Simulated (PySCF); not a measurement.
These 8 structures share the formula C5H9N. Computed with PySCF 2.14.0, PBE0-D3(BJ)/def2-SVP geometry optimisation, gas phase. One conformer each; no zero-point energy, no entropy. No frequencies were run at this level. Point groups hold within 0.08 Å.

Problem. Rank from lowest to highest electronic energy at this level (kcal/mol).
A. `[N+](C(C)(C)C)#[C-]`
B. `[CH:1]#[C:2][CH2:3][C@H:4]([CH3:5])[NH2:6]` with C2–C3–C4–C5 -177°, C3–C4–N6–H -57° and -174°
C. `[H]/[N:6]=[C:4](\[C:2](=[CH2:1])[CH3:3])[CH3:5]` with C1–C2–C4–C5 141°
D. `[CH2:1]=[CH:2][CH2:3]/[CH:4]=[N:5]/[CH3:6]` with C1–C2–C3–C4 -116°, C2–C3–C4–N5 -117°
E. 2-methyl-1-pyrroline, `CC1=NCCC1`
F. `[CH2:1]=[C:2]1[CH2:3][C@H:4]1[CH2:5][NH2:6]` with C3–C4–C5–N6 -86°, C4–C5–N6–H 180° and 63°
G. `CC(C)(C)C#N`
H. `[CH3:1][C@@H:2]1[CH2:3][CH:4]=[N:5][CH2:6]1` with C1–C2–C3–C4 -99°, C2–C3–C4–N5 -14°, C4–N5–C6–C2 14°, C1–C2–C6–N5 97°

Solution. E (0.0), G (4.7), H (5.3), C (19.2), A (22.9), D (30.6), F (43.1), B (44.4).

As drawn, the lowest has a C=N bond, which the highest lacks; the highest has a C≡C bond and an N–H bond, which the lowest lacks. Neighbours under 2.5 kcal/mol apart (CC(C)(C)C#N and C[C@@H]1CC=NC1; C=C1C[C@H]1CN and C#CC[C@H](C)N) can change places with a better method, another conformer or zero-point energy.

```tsv
SMILES	E (Eh)	E rel (kcal/mol)	dipole (D)	point group	A, B, C (MHz)
CC1=NCCC1	-250.22319	0.0	1.99	near Cs	7145, 3194, 2336
CC(C)(C)C#N	-250.21570	4.7	3.93	C3v	4529, 2760, 2759
C[C@@H]1CC=NC1	-250.21482	5.3	2.13	C1	5996, 3576, 2808
[H]/N=C(/C)C(=C)C	-250.19259	19.2	2.40	C1	4855, 3207, 2160
[C-]#[N+]C(C)(C)C	-250.18673	22.9	4.01	C3v	4540, 2944, 2942
C=CC/C=N/C	-250.17444	30.6	1.20	C1	14335, 1426, 1389
C=C1C[C@H]1CN	-250.15446	43.1	1.28	C1	8973, 2080, 1819
C#CC[C@H](C)N	-250.15245	44.4	1.19	C1	7918, 2097, 1771
```

Problem. As an exercise, what shares would exp(−E/RT) give at 1000 K from these electronic energies alone (no entropy, no degeneracies)?

Solution. RT = 1.987 kcal/mol: CC1=NCCC1 85.8 %, CC(C)(C)C#N 8.1 %, C[C@@H]1CC=NC1 6.1 %, [H]/N=C(/C)C(=C)C under 0.1 %, [C-]#[N+]C(C)(C)C under 0.1 %, C=CC/C=N/C under 0.1 %, C=C1C[C@H]1CN under 0.1 %, C#CC[C@H](C)N under 0.1 %.
